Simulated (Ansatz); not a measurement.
# AlNH3 (quartet): wave-function methods side by side at distance Al1–H4 along a hydrogen transfer = 1.991 Å, cc-pVDZ

An exercise on one series of results from a longer session: the logs are not shown, and one member is left open.

The runs use Ansatz 0.2.0, Gaussian basis; cc-pVDZ, core rule «outside noble gas», up to 6 orbitals frozen.

To be run: UHF; CCSD(T) on ROHF; CCSD(T) on UHF; BCCD(T) on ROHF; CISD; CCSDT(Q) on ROHF; CCSDT(Q) on UHF; CASSCF and MRCISD+Q, 5 electrons in 5 orbitals; CASSCF and NEVPT2, 5 electrons in 5 orbitals.

20 further runs of the same task are left out: 9 for a known fault of the program, 11 that didn't finish.

## The system

The geometry derives from fragments relaxed apart (PBE0/def2-TZVP) and kept rigid, so it is no stationary point. A hydrogen atom is moved between rigid fragments.

5 atoms, charge 0, spin multiplicity 4.

Atoms are counted from 1 here; the program's logs count them from 0.

Bond lengths: Al1–H2 1.586 Å, Al1–H3 1.586 Å, H4–N5 1.040 Å. Angles: H2–Al1–H3 120.0°.

As a file:

| atom | x (Å) | y (Å) | z (Å) |
| --- | --- | --- | --- |
| Al1 | -0.97389 | 0.00000 | 0.00000 |
| H2 | -1.76681 | 1.37338 | 0.00000 |
| H3 | -1.76681 | -1.37338 | 0.00000 |
| H4 | 1.01711 | 0.00000 | 0.00000 |
| N5 | 2.05712 | 0.00000 | 0.00000 |

Set-up of the first run:

Contents of in.yaml:

```yaml
crystal:
  periodic: [false, false, false]
  atoms:
    - {symbol: Al, position_ang: [-0.973885, 0.000000, 0.000000]}
    - {symbol: H, position_ang: [-1.766809, 1.373384, 0.000000]}
    - {symbol: H, position_ang: [-1.766809, -1.373384, 0.000000]}
    - {symbol: H, position_ang: [1.017115, 0.000000, 0.000000]}
    - {symbol: N, position_ang: [2.057115, 0.000000, 0.000000]}
basis:
  gaussian: {orbitals: cc-pVDZ}
magnetization: {spin_polarized: true, initial_magnetization: 3}
hamiltonian: {xc: hf}
output: {orbitals: {seedname: orbitals}}
```

Started as:

```bash
$ ansatz run in.yaml --threads 1 --pin off --events-out ev --progress --plain --max-ram 2393MiB
```

Steps of the session up to this table: UHF; CCSD(T) on ROHF; CCSD(T) on UHF; BCCD(T) on ROHF; CISD; CCSDT(Q) on ROHF; CCSDT(Q) on UHF; CASSCF and MRCISD+Q, 5 electrons in 5 orbitals; CASSCF and NEVPT2, 5 electrons in 5 orbitals.

One of the session's tables, all rows but one given; the rest of the session is left out.

It belongs to the step «Misses and costs». 

```
       method  from UCCSDT(Q) (kJ/mol)
         ROHF                   +576.6
          UHF                   +550.6
         RMP2                   +114.2
         UMP2                   +114.7
         CISD                    +47.5
        RCCSD                    +11.9
        UCCSD                    +11.4
     RCCSD(T)                     +2.8
     UCCSD(T)                     +2.7
      BCCD(T)                     +2.8
       RCCSDT                     +0.6
       UCCSDT                        ?
    RCCSDT(Q)                     +0.2
    UCCSDT(Q)                        0
  CASSCF pair                   +514.8
  NEVPT2 pair                   +111.2
  MRCISD pair                    +41.7
MRCISD+Q pair                     +2.2
```

**Question.** Estimate the row for UCCSDT.

**Answer.** from UCCSDT(Q) (kJ/mol): +0.4. In the column «from UCCSDT(Q) (kJ/mol)» it lies between RCCSDT(Q) (+0.2) and RCCSDT (+0.6).

Caveats from the session: Restricted and unrestricted rows rest on different reference determinants; where their highest levels disagree by more than a few hundredths of an eV, they describe different states and don't form one ladder.
